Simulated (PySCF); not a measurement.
A species of formula C5H10O has this rotational fingerprint, computed with PBE0-D3(BJ)/def2-SVP geometry optimisation, gas phase (PySCF 2.14.0):

| Quantity | Value |
| --- | --- |
| Rotational constants | A = 8928, B = 1965, C = 1683 MHz |
| Dipole components | \|μa\| = 0.00 D, \|μb\| = 2.59 D, \|μc\| = 0.00 D |
| Inertial defect | -13.37 u·Å² |
| κ | -0.92 |

Task: Which structure is it? (One computed conformer of each.)
A. `[CH3:1][CH2:2][CH2:3][C:4]([CH3:5])=[O:6]` with C1–C2–C3–C4 179°, C2–C3–C4–C5 178° (methyl propyl ketone)
B. `[OH:1][CH2:2][CH:3]1[CH2:4][CH2:5][CH2:6]1` with H–O1–C2–C3 -58°, O1–C2–C3–C4 68°, C2–C3–C4–C5 141°, C3–C4–C5–C6 -19°, C4–C5–C6–C3 19°, C2–C3–C6–C5 -141° (cyclobutanemethanol)
C. `[CH3:1][CH2:2][C:3](=[O:4])[CH2:5][CH3:6]` with C1–C2–C3–O4 10°, C2–C3–C5–C6 -169°
D. `[OH:1][CH:2]1[CH2:3][CH2:4][CH2:5][CH2:6]1` with H–O1–C2–C3 -171°, O1–C2–C3–C4 77°, C2–C3–C4–C5 24°, C3–C4–C5–C6 2°, C4–C5–C6–C2 -27° (cyclopentanol)
E. `[CH2:1]1[CH2:2][CH2:3][O:4][CH2:5][CH2:6]1` with C6–C1–C2–C3 51°, C1–C2–C3–O4 -56°, C2–C3–O4–C5 60°, C3–O4–C5–C6 -60°

Result: C. It is CCC(=O)CC, a near-prolate asymmetric top, point group C2. The candidates at the same level (rigid rotor, commonest isotopes):

```json
{"SMILES": "OC1CCCC1", "A (MHz)": "5016", "B (MHz)": "3654", "C (MHz)": "2948", "μa (D)": "0.08", "μb (D)": "1.20", "μc (D)": "0.78", "Δ (u·Å²)": "-67.66", "point group": "–", "rotor": "asymmetric top"}
{"SMILES": "CCC(=O)CC", "A (MHz)": "8928", "B (MHz)": "1965", "C (MHz)": "1683", "μa (D)": "0.00", "μb (D)": "2.59", "μc (D)": "0.00", "Δ (u·Å²)": "-13.37", "point group": "C2", "rotor": "near-prolate asymmetric top"}
{"SMILES": "C1CCOCC1", "A (MHz)": "4712", "B (MHz)": "4538", "C (MHz)": "2620", "μa (D)": "1.25", "μb (D)": "0.00", "μc (D)": "0.59", "Δ (u·Å²)": "-25.77", "point group": "Cs", "rotor": "asymmetric top"}
{"SMILES": "OCC1CCC1", "A (MHz)": "8337", "B (MHz)": "2253", "C (MHz)": "1929", "μa (D)": "1.44", "μb (D)": "0.49", "μc (D)": "0.55", "Δ (u·Å²)": "-22.93", "point group": "C1", "rotor": "asymmetric top"}
{"SMILES": "CCCC(C)=O", "A (MHz)": "8430", "B (MHz)": "1802", "C (MHz)": "1541", "μa (D)": "0.34", "μb (D)": "2.64", "μc (D)": "0.00", "Δ (u·Å²)": "-12.52", "point group": "–", "rotor": "near-prolate asymmetric top"}
```

`OC1CCCC1` has B 86 % too high; `C1CCOCC1` has B 131 % too high; `OCC1CCC1` has C 15 % too high; `CCCC(C)=O` has C 8 % too low. In the right answer the symmetry axis of this C2 structure is b, so μa and μc vanish by symmetry. No structure here is proved a minimum.
